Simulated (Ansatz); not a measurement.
A made-up structure of C2H4N, doublet:

| atom | x (Å) | y (Å) | z (Å) |
| --- | --- | --- | --- |
| C1 | -0.9684 | -0.6059 | -0.7551 |
| C2 | -0.1585 | 0.2505 | -0.1759 |
| N3 | 1.0078 | -0.0268 | 0.5219 |
| H4 | 1.6536 | -0.2263 | -0.2420 |
| H5 | -0.3625 | 1.3197 | -0.2821 |
| H6 | 1.2171 | 0.6186 | 1.2661 |
| H7 | 1.1031 | -0.9880 | 0.8115 |

It is relaxed with PBE-D4/def2-SVP and then PBE0-D4/def2-TZVP (Ansatz 0.2.0). Atoms count as bonded within 1.22 times the sum of their covalent radii (H–H: 0.88 Å). The end point is not checked to be a true minimum.

**Question.** Does its bonding change? (Judge from chemistry; the calculation decides.)

**Answer.** The calculation gives: No: no bond forms or breaks.

Where it ends: The first stage lowers the energy by 1.00 eV in 8 steps. It ends as C₂H₄N ([C][CH][NH3]):
```tsv
atom	x (Å)	y (Å)	z (Å)
C1	-1.0814	-0.7097	-0.4242
C2	-0.2523	0.3032	-0.2548
N3	1.0625	-0.0600	0.4588
H4	1.8937	0.0906	-0.1150
H5	-0.2693	1.3623	-0.5021
H6	1.1897	0.4205	1.3509
H7	0.9493	-1.0652	0.6307
```

Labels in which every atom is bracketed show which atoms are joined, not bond orders.

For scale, one of the runs: PBE0-D4/def2-TZVP relaxation, 117 basis functions, launched by `ansatz run in.yaml --threads 2 --pin off --events-out ev --progress --plain --max-ram 4352MiB`. The run took about 13 s on 2 CPU threads of an Arm Neoverse V2 (shared host).
